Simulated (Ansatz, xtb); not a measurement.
# Two isomers of C4H9Cl

Structure I is `CC(C)(C)Cl`, a singlet and structure II is `CC(C)CCl`, a singlet. Both are isolated molecules in the gas phase, relaxed with r2SCAN-D4/def2-SVP, each in the lowest conformer that the search found.

Task: Estimate E(II) − E(I) at the level CCSD(T)/def2-SVP + ΔMP2/def2-TZVPP.

Result: Calculated at CCSD(T)/def2-SVP + ΔMP2/def2-TZVPP: E(II) − E(I) = +4.5 kcal/mol, so structure I lies lower.

Level by level:

```
                             level            geometry  E(II) − E(I) (kcal/mol)  departure from the last row (kcal/mol)  job, with rough time for the two
                          GFN2-xTB            GFN2-xTB                      +5.5                                    +1.0               optimisation, 0.1 s
                         HF/STO-3G            GFN2-xTB                      +2.9                                    −1.6              single point, 0.36 s
      r2SCAN-D4/def2-SVP//GFN2-xTB            GFN2-xTB                      +4.7                                    +0.2               single point, 4.9 s
                r2SCAN-D4/def2-SVP  r2SCAN-D4/def2-SVP                      +4.6                                    +0.1                optimisation, 35 s
                       HF/def2-SVP  r2SCAN-D4/def2-SVP                      +3.5                                    −1.1           part of the CCSD(T) run
                      MP2/def2-SVP  r2SCAN-D4/def2-SVP                      +5.0                                    +0.5           part of the CCSD(T) run
                  CCSD(T)/def2-SVP  r2SCAN-D4/def2-SVP                      +4.7                                    +0.1                      single point
CCSD(T)/def2-SVP + ΔMP2/def2-TZVPP  r2SCAN-D4/def2-SVP                      +4.5                                                        single point, 52 s
```

As drawn, both hold the same kinds of bond in the same numbers. Structure I has 3 methyl groups, II 2.

The levels shown agree on the order. The largest departure from CCSD(T)/def2-SVP + ΔMP2/def2-TZVPP is that of HF/STO-3G, 1.6 kcal/mol. The last row adds to CCSD(T) the change of the MP2 difference between the two basis sets, here −0.1 kcal/mol.

With thermal terms from frequencies at re-optimised GFN2-xTB minima (ideal gas, soft modes damped towards free rotors, one conformer each, 298.15 K, 1 atm): on the last row, ΔE + ΔZPE = +5.0, ΔH = +4.9, ΔG = +4.1 kcal/mol.

Tabulated enthalpies of formation at 298 K are −182.2 kJ/mol for I (CRC Handbook of Chemistry and Physics) and −159.3 kJ/mol for II (CRC Handbook of Chemistry and Physics), a difference of +5.5 kcal/mol. Calculated less tabulated ΔH, with the same thermal term: GFN2-xTB +0.4, HF/STO-3G −2.2, r2SCAN-D4/def2-SVP//GFN2-xTB −0.4, r2SCAN-D4/def2-SVP −0.5, HF/def2-SVP −1.7, MP2/def2-SVP −0.1, CCSD(T)/def2-SVP −0.5, CCSD(T)/def2-SVP + ΔMP2/def2-TZVPP −0.6 kcal/mol. Handbook values carry no stated uncertainty.

The correlated steps freeze 9 core orbitals. Codes used: Ansatz 0.2.0, xtb 6.7.1; the last row on 2 threads of Arm Neoverse V2 on a shared host.
